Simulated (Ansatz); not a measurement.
Program: Ansatz 0.2.0.

Basis-set series for C₄H₅F (`C=C=C(C)F`). Total charge 0; spin multiplicity 1. Geometry: relaxed with PBE0-D4/def2-TZVP.

| functional | basis | functions | energy (Eh) | HOMO (eV) | LUMO (eV) |
| --- | --- | --- | --- | --- | --- |
| PBE0-D4 | def2-SVP | 95 | -254.73343 | -7.00 | -0.14 |
| PBE0-D4 | def2-TZVPP | 225 | -255.02645 | -7.08 | -0.35 |
| ωB97M-V | def2-SVP | 95 | -254.90668 | -9.20 | 2.13 |
| ωB97M-V | def2-TZVPP | 225 | -255.21124 | -9.30 | 1.82 |

Give the rows for def2-QZVPP. (An estimate is asked.)

The calculation gave: 
```csv
functional,basis,functions,energy (Eh),HOMO (eV),LUMO (eV)
PBE0-D4,def2-QZVPP,435,-255.04004,-7.11,-0.42
ωB97M-V,def2-QZVPP,435,-255.22407,-9.33,1.67
```

Positive LUMOs are unbound and depend on the basis.
